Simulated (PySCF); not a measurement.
## Shieldings and the share of exact exchange

Molecule: SMILES C(/C)=C\C=O, C4H6O.

Structure with atom numbers: `[CH3:1]/[CH:2]=[CH:3]/[CH:4]=[O:5]`; H(Xn) means a hydrogen on atom n.

GIAO shieldings (ppm, equivalent atoms averaged) in PySCF 2.14.0 with density-fitted response routines on the PBE0-D3(BJ)/def2-SVP geometry, basis pcSseg-2, gas phase, non-relativistic:

```csv
functional,exact exchange (%),σ(C3),σ(C1)
BLYP,0,29.0,151.5
BP86,0,33.7,155.7
PBE,0,33.3,155.9
B3LYP,20,32.7,156.8
mPW1PW91,25,37.4,161.3
BHandHLYP,50,38.7,163.3
HF,100,50.9,172.2
```

(1) Fit each shielding as a line in the percentage of exact exchange.

(2) What does the line predict for PBE0 (25 %), and what does the run give?

Results:

(1) σ(C3) = 31.4 + 0.18 x (rms 2.0 ppm); σ(C1) = 154.6 + 0.18 x (rms 1.7 ppm). The functionals also differ in their semilocal parts, which the line can't hold; Hartree–Fock has no correlation at all.

(2) σ(C3): 35.9 predicted, 37.9 computed; σ(C1): 159.1 predicted, 162.0 computed ppm.
